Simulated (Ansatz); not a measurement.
# CH3ClO2: small, medium and large basis sets

Aim: see how fast density functionals converge with the basis set for CH3ClO2.

The runs use Ansatz 0.2.0, Gaussian basis; one geometry, several basis sets.

Plan: PBE0-D4/def2-SVP; ωB97M-V/def2-SVP; PBE0-D4/def2-QZVPP; ωB97M-V/def2-QZVPP; the functionals' def2-TZVPP values are taken from earlier runs.

## (1) The geometry

An earlier PBE0-D4 in a triple-zeta def2 set relaxation fixed the geometry.

SMILES `OC(O)Cl`, 7 atoms, charge 0, spin multiplicity 1.

Atoms are counted from 1 here; the program's logs count them from 0.

Bond lengths: O1–C2 1.382 Å, O1–H5 0.964 Å, C2–O3 1.368 Å, C2–Cl4 1.794 Å, C2–H6 1.091 Å, O3–H7 0.965 Å. Angles: C2–O1–H5 107.1°, O1–C2–O3 113.2°, O1–C2–Cl4 105.3°, O1–C2–H6 113.3°, O3–C2–Cl4 111.9°, O3–C2–H6 106.8°, Cl4–C2–H6 106.2°, C2–O3–H7 108.0°.

Coordinates:

```xyz
7
CH3ClO2
O    -0.6834    0.5792   -0.8187
C    -0.1947   -0.1317    0.2616
O     1.1623   -0.0296    0.4055
Cl   -0.7127   -1.8274   -0.0125
H    -0.4470    1.5038   -0.6805
H    -0.6365    0.1715    1.2124
H     1.5733   -0.3338   -0.4134
```

## (2) PBE0-D4 in def2-SVP

File in.yaml:

```yaml
crystal:
  periodic: [false, false, false]
  atoms:
    - {symbol: O, position_ang: [-0.683408, 0.579206, -0.818711]}
    - {symbol: C, position_ang: [-0.194740, -0.131654, 0.261554]}
    - {symbol: O, position_ang: [1.162280, -0.029584, 0.405464]}
    - {symbol: Cl, position_ang: [-0.712696, -1.827413, -0.012464]}
    - {symbol: H, position_ang: [-0.447011, 1.503753, -0.680540]}
    - {symbol: H, position_ang: [-0.636513, 0.171471, 1.212447]}
    - {symbol: H, position_ang: [1.573288, -0.333780, -0.413448]}
basis:
  gaussian: {orbitals: def2-SVP}
hamiltonian: {xc: pbe0, dispersion: d4}
output: {orbitals: {seedname: orbitals}}
```

Command:

```
> ansatz run in.yaml --threads 2 --pin off --events-out ev --progress --plain --max-ram 4352MiB
```

Further steps of the session: ωB97M-V in def2-SVP; PBE0-D4 in def2-QZVPP; ωB97M-V in def2-QZVPP.

**Question.** What will the summary of the whole plan be? Wanted: PBE0-D4: double and triple zeta above quadruple; ωB97M-V: double and triple zeta above quadruple.

As calculated:

| quantity | value |
| --- | --- |
| PBE0-D4: double and triple zeta above quadruple | 11.28, 0.66 eV |
| ωB97M-V: double and triple zeta above quadruple | 11.38, 0.64 eV |

What this shows: For PBE0-D4 the step from double to triple zeta gains 10.62 eV and the next only 0.66 eV. These are total energies; as a rule much of such shifts cancels in differences, which this series doesn't test. The LUMO of ωB97M-V is positive and keeps falling with the basis (3.23 to 1.53 eV): an unbound level that the basis holds in place.
